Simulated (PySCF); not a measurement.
Working with the constants of MgC⁺

UHF-CCSD(T) constants of MgC⁺, ⁴Σ⁻ (quartet), unpaired electrons σ ↑, π ↑↑ (PySCF, spin-free X2C with a Gaussian nucleus, basis sets Mg x2c-SVPall, C x2c-SVPall; masses 23.9850 and 12.0000 u):

```
ωe              : 618.2 cm⁻¹
ωexe            : 5.93 cm⁻¹
Be              : 0.51632 cm⁻¹
αe              : 0.00547 cm⁻¹
D (centrifugal) : 1.44e-06 cm⁻¹
De to Mg⁺ + C   : 1.11 eV
```

Task: Give the vibrational terms G(v) and spacings up to v = 3.

Result: G(v) = ωe(v+½) − ωexe(v+½)².

```csv
v,G(v) (cm⁻¹),G(v) − G(v−1),Bv (cm⁻¹)
0,308,,0.5136
1,914,606,0.5081
2,1508,594,0.5026
3,2091,583,0.4972
```

Task: How well does the Morse estimate ωe²/(4ωexe) reproduce De, and what is D0?

Result: It gives 2.00 eV, 180 % of the computed De. D0 = De − G(0) = 1.11 − 0.04 = 1.07 eV.

Correlated steps freeze 2 core orbitals. Correlated levels converge slowly with the basis: in double zeta they bind strong bonds too weakly, by up to about 1 eV, and carry superposition errors of some tenths. For an ion De counts to the pair picked by the measured ionisation energies or electron affinities, which need not be the lowest pair at this level. The state was picked by a PBE0 search and need not be the measured ground state.
